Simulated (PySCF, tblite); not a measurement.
**C6H9 radical: geometry, infrared bands and EPR parameters**

Wanted: the infrared bands and EPR parameters of C6H9 radical (`[CH]=C=C(C)CC`), by calculation.

The runs use tblite 0.8.0 and PySCF 2.14.0, with density-fitted response routines of our own; the level of theory stands in each step. All values are computed, except where a source is named. Atoms are numbered from 0 throughout.

## 1. Starting geometry

15 atoms, charge 0, multiplicity 2; geometry from: force field or distance geometry start.

Bonds of the start (Å): C0–C1 1.19, C1–C2 1.32, C2–C3 1.49, C2–C4 1.50, C4–C5 1.51, C0–H6 1.07, C3–H7 1.10, C3–H8 1.11, C3–H9 1.09, C4–H10 1.10, C4–H11 1.10, C5–H12 1.10, C5–H13 1.10, C5–H14 1.11.

## 2. Geometry optimisation with GFN2-xTB

Job settings and geometry (Å):

```
{"job": {"kind": "relax", "xc": "GFN2-xTB", "basis": "xTB"}, "charge": 0, "multiplicity": 2}
C     -1.204900     2.575400     0.106700
C     -0.917200     1.422500     0.040300
C     -0.574000     0.152500    -0.009200
C     -1.272300    -0.882300     0.811600
C      0.516700    -0.341500    -0.913500
C      1.838600    -0.494800    -0.192100
H     -1.480100     3.611100     0.154900
H     -2.070400    -0.454500     1.429900
H     -0.556300    -1.372200     1.502100
H     -1.716600    -1.660300     0.182400
H      0.225500    -1.302600    -1.364100
H      0.649100     0.351600    -1.758100
H      1.765900    -1.227100     0.629400
H      2.622900    -0.836100    -0.886100
H      2.168700     0.466200     0.243700
```

On the command line:

```console
OMP_NUM_THREADS=1 python probes_run.py task.json out
```

The driver reads the jobs from task.json and runs them one after another.

**Question.** This job is followed by: GFN2-xTB harmonic vibrations, gas phase; UKS B3LYP, pcH-1 on C H, non-relativistic, mean-field spin-orbit, GIAO. What will the session give for the following? strongest single infrared mode (GFN2-xTB); zero-point energy (GFN2-xTB); g(iso) (B3LYP); ⟨S²⟩; largest a(iso) (averaged by class); surface potential, 1st and 99th percentile.

As calculated:

```
                                 quantity                 value
strongest single infrared mode (GFN2-xTB)  3030 cm⁻¹, 48 km/mol
             zero-point energy (GFN2-xTB)         78.5 kcal/mol
                           g(iso) (B3LYP)               2.00269
                                     ⟨S²⟩    0.767 (exact 0.75)
       largest a(iso) (averaged by class)   13C on C2, 68.7 MHz
    surface potential, 1st and 99th percentile    -0.84 V and 1.22 V
```

What this shows: The optimisation took 24 steps and gained 0.153 eV; among the close pairs (by a distance rule), C1–C2 changed most, from 1.316 to 1.365 Å. All 39 modes are real, so the xTB geometry is a minimum. The strongest single mode, at 3030 cm⁻¹, moves mainly H13. GFN2-xTB is a fitted tight-binding method: band positions and strengths are rough. Its intensities can rank the bands wrongly. The largest spin populations lie on C2 (0.73 e), C0 (0.53 e). The isotropic g lies 0.4 ppt above the free-electron value.
